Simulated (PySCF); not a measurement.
**One elementary step**

Start structure (CH7FSi, closed shell), relaxed at PBE0-D4/def2-TZVP:

```xyz
10
angstrom
Si -0.0276 -0.5024 -0.7876
F 1.1360 0.5612 -1.0928
H 0.1689 -1.6432 -1.7172
H -1.3221 0.1643 -1.0772
C 0.0807 -1.0411 0.9824
H 0.2025 2.8039 0.0759
H -0.3177 3.1892 0.4483
H -0.0425 -0.1933 1.6602
H -0.7083 -1.7669 1.1990
H 1.0425 -1.5145 1.1916
```

The step: CH₅FSi ([CH3][SiH2][F]) + H₂ → CH₆Si ([CH3][SiH3]) + HF; bonds formed: Si1–H7, F2–H6; bonds broken: Si1–F2, H6–H7. PySCF 2.14 with density fitting (its default auxiliary sets; JK sets also for MP2 and CCSD(T)); basis: def2-TZVPP and def2-QZVPP; cores frozen in the correlated methods. Extrapolation: Hartree–Fock as exp(−7.88 √X), correlation as X^−2.97. Energies below are by CCSD(T) at an estimated basis limit (MP2 extrapolated from triple and quadruple zeta, plus CCSD(T) − MP2 in triple zeta).

Problem. What are the electronic barrier and the energy of the step, from the start structure to the end structure? (Judge from chemistry; the value comes from the calculation.)

Solution. The calculation gives: Barrier 2.631 eV; step energy 1.131 eV (uphill); reverse barrier, their difference, 1.500 eV. Barrier and step energy count from the start structure, the reverse barrier from the end structure.

The saddle point: One imaginary mode of 1083i cm⁻¹.
```csv
pair,start (Å),saddle (Å),end (Å)
Si1–H7,3.90,1.71,1.50
F2–H6,2.70,1.21,0.93
Si1–F2,1.61,1.97,3.48
H6–H7,0.75,0.96,1.70
```

Zero-point energy (harmonic, PBE0-D4): ZPE is 1.843 eV at the start and 1.913 eV at the saddle, so the barrier goes from 2.631 to 2.701 eV.

The T1 diagnostic stays at or below 0.013.

Labels in which every atom is bracketed show which atoms are joined, not bond orders.

For scale, one of the runs: CCSD(T)/def2-TZVPP, 202 basis functions, launched by `OMP_NUM_THREADS=4 python run.py`. Hardware: 4 CPU threads of an Arm Neoverse V1, shared host. Wall time 6.4 min; peak host memory 2.5 GiB.
